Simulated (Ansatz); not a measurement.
The input, for Ansatz 0.2.0:

```yaml
crystal:
  periodic: [false, false, false]
  atoms:
    - {symbol: B, position_ang: [0.000000, 0.000000, -1.292047]}
    - {symbol: O, position_ang: [0.000000, 0.000000, -0.019976]}
    - {symbol: H, position_ang: [0.000000, 0.000000, 1.312024]}
basis:
  gaussian: {orbitals: 6-31G}
correlation: {method: fic_nevpt4_sd, electrons: valence, active_space: {window: {electrons: 4, orbitals: 7}}}
```

```sh
$ ansatz run in.yaml --threads 1 --pin off --events-out ev --progress --plain --max-ram 2393MiB
```

Output:

```
233 factors; integrals over basis functions are off by at most 2.2e-4 eV
mean field evaluation 1: about -2718.9016 eV, gradient 2.7e1 eV
mean field evaluation 2: about -2718.9044 eV, gradient 2.7e1 eV
mean field evaluation 4: about -2720.3610 eV, gradient 1.4e0 eV
mean field evaluation 8: about -2720.3738 eV, gradient 4.1e-4 eV
mean field -2720.37381842 eV, -99.9718938913 hartree, gradient 3.6e-6 eV, S^2 0.000000; 0 other end points of the search recorded, 0 dependent functions left out
reference -2720.37381842 eV, -99.9718938913 hartree; 7, 7 occupied and 13, 13 virtual orbitals, 233 factors
state -2722.14057400 eV, -100.0368209612 hartree
state -2722.14057400 eV, -100.0368209612 hartree; corrected -2725.70677182 eV, -100.1678763139 hartree
state -2722.11750021 eV, -100.0359730154 hartree
state -2722.11750021 eV, -100.0359730154 hartree; corrected -2725.78742476 eV, -100.1708402547 hartree
state -2722.11750021 eV, -100.0359730154 hartree; corrected -2725.78742476 eV, -100.1708402547 hartree
state -2721.75037594 eV, -100.0224814473 hartree
state -2721.75037594 eV, -100.0224814473 hartree; corrected -2725.76828951 eV, -100.1701370473 hartree
state -2722.11750021 eV, -100.0359730154 hartree; corrected -2725.78742476 eV, -100.1708402547 hartree
WARN: the results are in doubt because another end's mean lies 0.023 eV lower, and its corrected mean 0.081 eV higher
Total energy: -2725.78742476 eV, -100.1708402547 hartree
In doubt: another end's mean lies 0.023 eV lower, and its corrected mean 0.081 eV higher
```

Natural occupations: 1.9493 1.9061 0.0542 0.0396 0.0396 0.0084 0.0029.

Ran on 1 thread of Intel Xeon Platinum 8488C, shared host: 2.8 s wall, 0.19 GiB peak host memory.
